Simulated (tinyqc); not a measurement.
Inside a calculation. Method: UHF in the sto-3g basis, for CH2, spin multiplicity 3. One step of it, computed by the program tinyqc.

Problem. Iteration 63 (converged): orbitals. Diagonalise F' = X^T F X, C = X C', fill 5 alpha and 3 beta electrons from the bottom; D(s) = C_occ C_occ^T. Each column has its largest component positive (the first on a tie).

converged F(alpha) (hartree), lower triangle:
```
             1C 1s      1C 2s     1C 2px     1C 2py     1C 2pz      2H 1s      3H 1s
1C 1s   -10.989844
1C 2s    -2.975810  -1.523418
1C 2px    0.000000   0.000000  -0.350884
1C 2py    0.000000   0.000000   0.000000  -0.152015
1C 2pz   -0.003590   0.065634   0.000000   0.000000  -0.242087
2H 1s    -0.327898  -0.431874   0.000000  -0.298437  -0.180033  -0.218466
3H 1s    -0.327898  -0.431874   0.000000   0.298437  -0.180033  -0.055051  -0.218466
```

converged F(beta) (hartree), lower triangle:
```
             1C 1s      1C 2s    1C 2px     1C 2py     1C 2pz      2H 1s      3H 1s
1C 1s   -10.931929
1C 2s    -2.923036  -1.116828
1C 2px    0.000000   0.000000  0.395333
1C 2py    0.000000   0.000000  0.000000   0.036531
1C 2pz   -0.003536  -0.161369  0.000000   0.000000   0.327507
2H 1s    -0.319131  -0.413087  0.000000  -0.285586  -0.129223  -0.261391
3H 1s    -0.319131  -0.413087  0.000000   0.285586  -0.129223  -0.041189  -0.261391
```

X, lower triangle:
```
            1C 1s      1C 2s    1C 2px     1C 2py     1C 2pz      2H 1s     3H 1s
1C 1s    1.025707
1C 2s   -0.139684   1.107975
1C 2px   0.000000   0.000000  1.000000
1C 2py   0.000000   0.000000  0.000000   1.074435
1C 2pz  -0.005112   0.041072  0.000000   0.000000   1.020146
2H 1s    0.018427  -0.175120  0.000000  -0.167948  -0.086283   1.087839
3H 1s    0.018427  -0.175120  0.000000   0.167948  -0.086283  -0.010965  1.087839
```

Give: F' = X^T F X; orbital energies; coefficients C; F' = X^T F X; orbital energies; coefficients C; D(alpha) after iteration 63; D(beta) after iteration 63.

Solution.

F' = X^T F X (alpha) (hartree), lower triangle:
```
         1       2       3       4       5       6      7
1  -10.759
2   -1.549  -0.866
3    0.000   0.000  -0.351
4    0.000   0.000   0.000   0.031
5   -0.032   0.159   0.000   0.000  -0.183
6    0.000  -0.268   0.000  -0.312  -0.188   0.001
7    0.000  -0.268   0.000   0.312  -0.188  -0.014  0.001
```

orbital energies (alpha) (hartree): MO1 -10.997, MO2 -0.808, MO3 -0.418, MO4 -0.363, MO5 -0.351, MO6 0.346, MO7 0.463

coefficients C (alpha):
```
           MO1     MO2     MO3     MO4    MO5     MO6     MO7
1C 1s    0.993  -0.258   0.000   0.051  0.000   0.131   0.000
1C 2s    0.028   0.914   0.000  -0.260  0.000  -0.638   0.000
1C 2px   0.000   0.000   0.000   0.000  1.000   0.000   0.000
1C 2py   0.000   0.000   0.583   0.000  0.000   0.000   0.933
1C 2pz   0.001  -0.076   0.000   0.812  0.000  -0.626   0.000
2H 1s   -0.004   0.155   0.437   0.323  0.000   0.700  -0.664
3H 1s   -0.004   0.155  -0.437   0.323  0.000   0.700   0.664
```

F' = X^T F X (beta) (hartree), lower triangle:
```
         1       2      3       4       5       6       7
1  -10.706
2   -1.557  -0.419
3    0.000   0.000  0.395
4    0.000   0.000  0.000   0.236
5   -0.002  -0.079  0.000   0.000   0.373
6    0.004  -0.292  0.000  -0.319  -0.139  -0.056
7    0.004  -0.292  0.000   0.319  -0.139  -0.003  -0.056
```

orbital energies (beta) (hartree): MO1 -10.937, MO2 -0.575, MO3 -0.383, MO4 0.236, MO5 0.395, MO6 0.464, MO7 0.565

coefficients C (beta):
```
           MO1     MO2     MO3     MO4    MO5     MO6     MO7
1C 1s    0.994  -0.198   0.000  -0.198  0.000  -0.072   0.000
1C 2s    0.023   0.662   0.000   0.857  0.000   0.371   0.000
1C 2px   0.000   0.000   0.000   0.000  1.000   0.000   0.000
1C 2py   0.000   0.000   0.442   0.000  0.000   0.000   1.008
1C 2pz   0.002   0.150   0.000  -0.385  0.000   0.941   0.000
2H 1s   -0.004   0.352   0.529  -0.523  0.000  -0.470  -0.594
3H 1s   -0.004   0.352  -0.529  -0.523  0.000  -0.470   0.594
```

D(alpha) after iteration 63, lower triangle:
```
         1C 1s   1C 2s  1C 2px  1C 2py  1C 2pz   2H 1s  3H 1s
1C 1s    1.055
1C 2s   -0.221   0.903
1C 2px   0.000   0.000   1.000
1C 2py   0.000   0.000   0.000   0.340
1C 2pz   0.063  -0.281   0.000   0.000   0.665
2H 1s   -0.028   0.058   0.000   0.255   0.250   0.319
3H 1s   -0.028   0.058   0.000  -0.255   0.250  -0.063  0.319
```

D(beta) after iteration 63, lower triangle:
```
         1C 1s  1C 2s  1C 2px  1C 2py  1C 2pz   2H 1s  3H 1s
1C 1s    1.028
1C 2s   -0.108  0.439
1C 2px   0.000  0.000   0.000
1C 2py   0.000  0.000   0.000   0.195
1C 2pz  -0.028  0.099   0.000   0.000   0.023
2H 1s   -0.074  0.233   0.000   0.233   0.053   0.404
3H 1s   -0.074  0.233   0.000  -0.233   0.053  -0.155  0.404
```
